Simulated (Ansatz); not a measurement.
A nudged elastic band was laid between two geometries of C4H9N (14 atoms, charge 0, multiplicity 1).

Method: RKS PBE0-D4/def2-SVP (Ansatz).

```json
{
 "movable images": "5",
 "climbing image": "yes",
 "spring": "5.0 eV/Å²",
 "optimiser": "quadratic models (default)",
 "start path": "through a guess of the saddle point",
 "force threshold": "0.05 eV/Å",
 "iteration limit": "60",
 "end points": "relaxed"
}
```

Initial state:

```xyz
14
Properties=species:S:1:pos:R:3
N -0.076 0.916 1.980
C -0.087 1.064 0.539
C -0.477 -0.167 -0.249
C 0.544 -1.235 -0.516
C 0.037 -0.379 -1.640
H 0.514 0.126 2.238
H -1.009 0.681 2.314
H -0.764 1.896 0.280
H 0.917 1.387 0.211
H -1.499 -0.518 -0.055
H 1.566 -1.061 -0.163
H 0.233 -2.283 -0.478
H -0.626 -0.831 -2.382
H 0.714 0.377 -2.051
```

Final state:

```xyz
14
Properties=species:S:1:pos:R:3
N -0.368 0.692 1.957
C -0.132 0.984 0.558
C -0.529 -0.185 -0.302
C 0.454 -1.294 -0.553
C 0.068 -0.361 -1.663
H -0.101 1.481 2.542
H 0.210 -0.095 2.248
H -0.744 1.860 0.279
H 0.919 1.255 0.309
H -1.574 -0.486 -0.175
H 1.458 -1.191 -0.130
H 0.085 -2.323 -0.582
H -0.570 -0.740 -2.465
H 0.810 0.373 -1.993
```

**Question.** What changes between the two ends?

**Answer.** No bond is made or broken. The dihedral H6–N1–C2–C3 goes from 54 to -180°.

**Question.** What energy profile does the band end with?

**Answer.** It converged. The highest image is number 3 of 0 to 6, 3.4 kcal/mol above the first end and 3.0 kcal/mol above the last; the last end lies 0.4 kcal/mol above the first. A vibrational analysis at the climbing image gives one clearly imaginary mode, 322i cm⁻¹: a first-order saddle point.

```csv
image,path coordinate (Å),energy (kcal/mol),dihedral H6–N1–C2–C3 (°)
0,0.00,0.0,54
1,0.49,0.6,70
2,0.97,2.3,94
3,1.46,3.4,119
4,1.89,2.5,140
5,2.32,1.0,161
6,2.75,0.4,-180
```

**Question.** What is the geometry of the highest image?

**Answer.** 
```xyz
14
Properties=species:S:1:pos:R:3
N -0.235 0.844 1.972
C -0.136 1.068 0.535
C -0.535 -0.131 -0.288
C 0.433 -1.261 -0.486
C 0.066 -0.369 -1.638
H 0.671 0.941 2.421
H -0.541 -0.107 2.160
H -0.774 1.922 0.238
H 0.893 1.354 0.249
H -1.589 -0.417 -0.174
H 1.433 -1.155 -0.054
H 0.053 -2.286 -0.483
H -0.569 -0.776 -2.430
H 0.817 0.343 -1.993
```

**Question.** What are the harmonic wavenumbers there?

**Answer.** 322i, 113, 236, 349, 482, 770, 778, 826, 849, 907, 977, 1022, 1063, 1072, 1077, 1132, 1160, 1182, 1236, 1247, 1293, 1370, 1433, 1437, 1491, 1515, 1638, 3017, 3059, 3142, 3148, 3153, 3236, 3246, 3560, 3645 cm⁻¹.

Time of the run: 81 s on 2 threads of Intel(R) Xeon(R) Platinum 8488C (Sapphire Rapids) (shared host), peak memory 0.28 GiB.
